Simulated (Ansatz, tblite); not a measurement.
# (KBr)2 ring (K₂Br₂): a ladder of methods and basis sets

One table from this session's results is given with a row withheld; the runs are named, their logs left out.

Computed with Ansatz 0.2.0, Gaussian basis. Level: as each input shows.

Plan: GFN1-xTB, GFN2-xTB, PBE-D4/def2-TZVP, r2SCAN-D4/def2-TZVP, PBE-QIDH/def2-TZVP, r2SCAN0-D4/def2-TZVP, BLYP-D4/def2-TZVP, revPBE-D4/def2-TZVP, B97M-V/def2-TZVP, HF/def2-TZVP, B2PLYP/def2-TZVP, PBE-D4/def2-SVP, PBE0-D4/def2-SVP, HF/STO-3G, PBE0-D4/def2-TZVPD, PBE-D4/def2-TZVPD, r2SCAN-D4/def2-TZVPD, CCSD(T)/def2-TZVPP, MP2/def2-TZVP, RPA/def2-TZVP.

**The relaxed structure**

The singlet was relaxed beforehand with B3LYP-D4/def2-SVP.

4 atoms, charge 0, spin multiplicity 1.

Bond lengths: K1–Br2 3.054 Å, K1–Br4 3.055 Å, Br2–K3 3.054 Å, K3–Br4 3.054 Å. Angles: Br2–K1–Br4 96.7°, K1–Br2–K3 83.3°, Br2–K3–Br4 96.7°, K1–Br4–K3 83.3°.

PBE0-D4/def2-TZVP was run before; its log isn't repeated, and its numbers join the tables.

The first run:

Tight binding, by tblite at 300 K electronic temperature and without a spin-polarisation term:

```python
tblite.interface.Calculator('GFN1-xTB', numbers, positions, charge=0, uhf=0).singlepoint()
```

Tight binding, by tblite at 300 K electronic temperature and without a spin-polarisation term:

```python
tblite.interface.Calculator('GFN2-xTB', numbers, positions, charge=0, uhf=0).singlepoint()
```

start.molden holds the orbitals of an earlier run on this state, given as this run's starting guess.

Input file in.yaml:

```yaml
crystal:
  periodic: [false, false, false]
  atoms:
    - {symbol: K, position_ang: [0.886344, 0.793850, -1.645521]}
    - {symbol: Br, position_ang: [-1.437805, 1.769966, 0.079412]}
    - {symbol: K, position_ang: [-0.886355, -0.793866, 1.645462]}
    - {symbol: Br, position_ang: [1.437816, -1.769940, -0.079364]}
basis:
  gaussian: {orbitals: def2-TZVP, initial_orbitals: start.molden}
hamiltonian: {xc: pbe, dispersion: d4}
scf: {omitted_lower_state_checks: [starts]}
output: {forces: true, orbitals: {seedname: orbitals}}
```

Command:

```
> ansatz run in.yaml --threads 4 --pin off --events-out ev --progress --plain --max-ram 3916MiB
```

Among the steps run: PBE-D4/def2-TZVP; r2SCAN-D4/def2-TZVP; PBE-QIDH/def2-TZVP; r2SCAN0-D4/def2-TZVP; BLYP-D4/def2-TZVP; revPBE-D4/def2-TZVP; B97M-V/def2-TZVP; HF/def2-TZVP; B2PLYP/def2-TZVP; PBE-D4/def2-SVP; PBE0-D4/def2-SVP; HF/STO-3G; PBE0-D4/def2-TZVPD; PBE-D4/def2-TZVPD; r2SCAN-D4/def2-TZVPD; CCSD(T)/def2-TZVPP; MP2/def2-TZVP; RPA/def2-TZVP.

One table of the session follows, with a row left open; its other results are not shown here.

| level | HOMO (eV) | LUMO (eV) | gap (eV) |
| --- | --- | --- | --- |
| HF/STO-3G | -5.44 | 5.11 | 10.54 |
| HF/def2-TZVP | -9.26 | 0.34 | 9.60 |
| PBE-D4/def2-SVP | -5.01 | -1.34 | 3.67 |
| PBE-D4/def2-TZVP | -5.29 | -1.33 | 3.96 |
| PBE-D4/def2-TZVPD | -5.33 | -1.35 | 3.98 |
| revPBE-D4/def2-TZVP | -5.22 | -1.36 | 3.86 |
| BLYP-D4/def2-TZVP | -5.12 | -1.37 | 3.75 |
| r2SCAN-D4/def2-TZVP | -5.58 | -0.67 | 4.91 |
| r2SCAN-D4/def2-TZVPD | -5.59 | -0.68 | 4.91 |
| B97M-V/def2-TZVP | -5.58 | -1.17 | 4.41 |
| PBE0-D4/def2-SVP | ? | ? | ? |
| PBE0-D4/def2-TZVP | -6.49 | -0.83 | 5.67 |
| PBE0-D4/def2-TZVPD | -6.52 | -0.84 | 5.67 |
| r2SCAN0-D4/def2-TZVP | -6.69 | -0.43 | 6.26 |

Q: Estimate the row for PBE0-D4/def2-SVP from the others.

**Answer.** HOMO (eV): -6.25; LUMO (eV): -0.84; gap (eV): 5.41. In the column «HOMO (eV)» it lies between PBE0-D4/def2-TZVP (-6.49) and r2SCAN-D4/def2-TZVPD (-5.59).
